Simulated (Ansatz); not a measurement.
`F/C=C/Cl` + H₂O → `O/C=C\F` + HCl at 400 K and 1 bar (formal hydrolysis of a C–Cl bond).

Computed with Ansatz on PBE0-D4/def2-TZVP structures; ΔE is electronic, products minus reactants. CBS: MP2 limit from def2 TZ/QZ plus the TZ coupled-cluster correction, frozen cores. This one scheme is used for every species. Double bonds are as drawn, so ΔE can hold a change between cis and trans. One conformer a species, not always the lowest.

```tsv
species	CCSD(T)/CBS energy (Eh)	H − E (kJ/mol)	S (J/(mol·K))
`F/C=C/Cl`	-636.83467	113.7	304.3
H₂O	-76.37941	69.8	198.6
`O/C=C\F`	-252.83247	151.5	298.0
HCl	-460.38127	29.6	195.4
```

H − E and S are ideal-gas, rigid-rotor, harmonic terms from PBE0-D4/def2-TZVP, for one conformer and one mirror image of each species. 1 Eh = 2625.50 kJ/mol, R = 8.31446 J/(mol·K).

Task: By hand: ΔE, ΔH, ΔS and ΔG.

Result: ΔE = (-252.83247) + (-460.38127) − (-636.83467) − (-76.37941) = 0.00034 Eh = 0.9 kJ/mol. Δ(H − E) = 151.5 + 29.6 − 113.7 − 69.8 = -2.4, so ΔH = -1.5 kJ/mol. ΔS = 298.0 + 195.4 − 304.3 − 198.6 = -9.5 J/(mol·K). ΔG = -1.5 − 400 × (-9.5)/1000 = 2.3 kJ/mol.

Task: By hand: the equilibrium constant, and the temperature at which ΔG would vanish if ΔH and ΔS stayed fixed.

Result: log₁₀ K = −ΔG/(RT ln 10) = -0.3. ΔG = 0 at ΔH/ΔS = 158 K, though so small a ΔH makes that figure unsure.

TΔS isn't small against ΔH here. The sign of ΔG lies within the doubt. A doubt of 5 kJ/mol in ΔE shifts log₁₀ K by 0.7 here. Other conformers and mirror images would add mixing entropy, several J/(mol·K) or more a flexible species. These are equilibria of isolated gas molecules and say nothing of rates. Largest T1 diagnostic: 0.013 (customary marks: 0.02 for closed shells, 0.045 for open ones).
